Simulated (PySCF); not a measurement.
## A small calculation by hand: dipole moment from atomic charges

O₃, SMILES O=[O+][O-]. Atoms are numbered in the order given.

```xyz
3

O      0.0000     1.0634     0.2113
O      0.0000     0.0000    -0.4227
O      0.0000    -1.0634     0.2113
```
Charge 0, spin multiplicity 1.

Geometry optimised at PBE0-D3(BJ)/def2-TZVP. The molecule may have multireference character, which single-reference levels describe poorly.

Charges (e) from HF/def2-TZVPD run with PySCF:

```
atom     IAO  ESP fit
----  ------  -------
O1    -0.218   -0.148
O2     0.437    0.297
O3    -0.218   -0.148
```

The dipole moment of the full density is 0.80 D.

What dipole moment does each set of point charges give, and which comes closer to that of the density?


μ = Σ q r, and 1 e Å = 4.8032 D.
IAO: Σ q r = (0.000, 0.000, -0.277) e Å, |μ| = 1.33 D.
ESP fit: Σ q r = (0.000, 0.000, -0.188) e Å, |μ| = 0.90 D.
ESP fit comes closer in size. Point charges leave out the atoms' own dipoles (lone pairs, polarised bonds); fits to the potential absorb them, partitions of the density don't.
